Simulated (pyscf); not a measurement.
HO–Al(F)–F (SMILES [OH][Al]([F])[F]) + HF (SMILES F) -> HO–Al(F)–F (SMILES [OH][Al]([F])[F]) + HF (SMILES F) (four-centre exchange; singlet surface; Al–F, F–H broken, Al–F, F–H formed). Single points on ωB97X-D3(BJ)/def2-SVP structures (PySCF, gas phase). MP2 and CC: frozen core, UHF for open shells. ΔMP2 is the change of the MP2 total energy from the triple- to the quadruple-zeta basis. Energies in kcal/mol from the separated reactants.

| level | barrier | reaction energy |
|---|---|---|
| ωB97X-D3(BJ)/def2-TZVP | -11.4 | 0.0 |
| PBE/def2-TZVP | … | 0.0 |
| M06-2X/def2-TZVP | -13.3 | 0.0 |
| ωB97M-D3(BJ)/def2-TZVP | -11.0 | 0.0 |
| CCSD/def2-TZVPP | -8.2 | 0.0 |
| CCSD(T)/def2-TZVPP | -9.8 | 0.0 |
| CCSD(T)/def2-TZVPP + ΔMP2(QZVPP) | … | 0.0 |

Task: Complete the blanks.

Result: 
- PBE/def2-TZVP, barrier: -13.1
- CCSD(T)/def2-TZVPP + ΔMP2(QZVPP), barrier: -9.5

Of the functionals in the table, ωB97M-D3(BJ) is closest to CCSD(T)/def2-TZVPP + ΔMP2(QZVPP) in the barrier (1.5 kcal/mol apart) and M06-2X least close (3.8 kcal/mol); that level has limits of its own. On the reactant side the descent ends in an adduct with a Al–F contact, 15.5 kcal/mol under the separated species and 4.1 kcal/mol under the saddle at ωB97X-D3(BJ)/def2-TZVP. On the product side the descent ends in an adduct with a Al–F contact, 15.5 kcal/mol under the separated species and 4.1 kcal/mol under the saddle at ωB97X-D3(BJ)/def2-TZVP. At ωB97X-D3(BJ)/def2-TZVP, PBE, M06-2X, ωB97M-D3(BJ)/def2-TZVP, CCSD, CCSD(T), CCSD(T) the saddle lies under the separated reactants, which points to a path from their complex (located at ωB97X-D3(BJ) alone). At ωB97X-D3(BJ)/def2-TZVP, PBE, M06-2X, ωB97M-D3(BJ)/def2-TZVP, CCSD, CCSD(T), CCSD(T) the saddle lies under the separated products, which points to a path from their complex (located at ωB97X-D3(BJ) alone). What is counted as formed (Al–F) is already present as a longer contact in the reactant adduct; forming that adduct is a step of its own. What is counted as broken (Al–F) persists as a longer contact in the product adduct; parting that adduct is a step of its own. This is the saddle that the search found; another between the same sides may lie lower. The CCSD(T) − MP2 part came from Ansatz, without density fitting, on the same reference.
